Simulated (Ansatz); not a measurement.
Density of states of SnAu3 (P6_3/mmc, a = 5.882 Å, b = 5.882 Å, c = 5.091 Å, α = 90.00°, β = 90.00°, γ = 120.00°), in states per eV and primitive cell, averaged over bins of 0.3 eV. Theory: DFT r2SCAN, scalar-relativistic, plane waves, PAW (Ansatz).

Settings: cutoff 500 eV, Γ-centred mesh 6×6×8 on the computed 8-atom cell, Gaussian smearing of 0.10 eV; no spin polarisation.

The cell is relaxed at this level. The states (both spins) are summed by tetrahedra on a 9×9×12 mesh at the self-consistent density. Energies are bin centres; the table starts no lower than −8 eV and ends at 6 eV, or lower where the solved bands end.

It is a metal at this level.

```tsv
E − E_F (eV)	total	Au 5d	Sn 5p	Au 6s	Sn 5s
-7.80	0.32	0.05	0.09	0.16	0.02
-7.50	2.58	0.76	0.64	0.96	0.17
-7.20	5.24	2.24	1.14	1.57	0.22
-6.90	4.61	2.56	0.82	1.01	0.17
-6.60	5.73	3.62	0.92	1.05	0.09
-6.30	10.36	8.21	0.77	1.28	0.03
-6.00	15.43	13.38	1.10	0.80	0.05
-5.70	17.72	15.91	1.00	0.64	0.06
-5.40	17.82	16.49	0.68	0.45	0.07
-5.10	10.48	9.44	0.68	0.21	0.06
-4.80	19.22	17.86	0.85	0.27	0.08
-4.50	15.96	14.75	0.77	0.25	0.05
-4.20	12.53	11.84	0.31	0.23	0.04
-3.90	16.97	16.37	0.21	0.20	0.05
-3.60	23.18	22.29	0.28	0.27	0.19
-3.30	10.31	9.15	0.32	0.42	0.26
-3.00	11.08	9.56	0.37	0.60	0.37
-2.70	8.98	7.86	0.36	0.41	0.22
-2.40	3.16	2.11	0.40	0.36	0.18
-2.10	2.55	1.28	0.49	0.43	0.21
-1.80	2.36	1.04	0.57	0.41	0.23
-1.50	2.72	1.17	0.72	0.43	0.25
-1.20	3.76	1.57	1.01	0.60	0.39
-0.90	3.28	1.10	0.94	0.65	0.39
-0.60	3.07	0.88	0.92	0.72	0.35
-0.30	2.50	0.61	0.80	0.68	0.19
0.00	2.80	0.56	0.86	0.80	0.26
0.30	2.05	0.37	0.73	0.54	0.13
0.60	1.90	0.31	0.59	0.60	0.16
0.90	2.23	0.33	0.68	0.74	0.20
1.20	2.44	0.35	0.82	0.73	0.22
1.50	2.50	0.32	0.82	0.80	0.20
1.80	2.67	0.31	0.94	0.86	0.17
2.10	3.02	0.32	0.90	1.21	0.12
2.40	3.30	0.31	1.00	1.39	0.08
2.70	3.52	0.30	1.16	1.38	0.07
3.00	3.28	0.24	1.02	1.22	0.05
3.30	3.05	0.20	0.95	1.12	0.04
3.60	2.75	0.17	0.92	0.92	0.03
3.90	2.73	0.15	0.89	0.85	0.02
4.20	3.51	0.17	1.07	1.05	0.02
4.50	3.04	0.13	0.95	0.90	0.02
4.80	2.46	0.09	0.63	0.60	0.02
5.10	2.55	0.08	0.59	0.54	0.02
5.40	3.38	0.09	0.61	0.52	0.02
5.70	2.73	0.06	0.41	0.35	0.01
```

The columns after the total are the main Löwdin projections on the occupied valence shells of the potentials; 2 others are left out. The rest of the total lies in those, in shells that are empty in the free atom, which aren't projected, and between the atoms.

Spin-orbit coupling is left out, which matters for the bands of heavy elements.

Whether SnAu3 exists in this form wasn't checked.

Cost: 1 run of about 8.9 core-minutes, on Intel Xeon Processor @ 2.50GHz (Skylake/Cascade Lake) (shared hosts).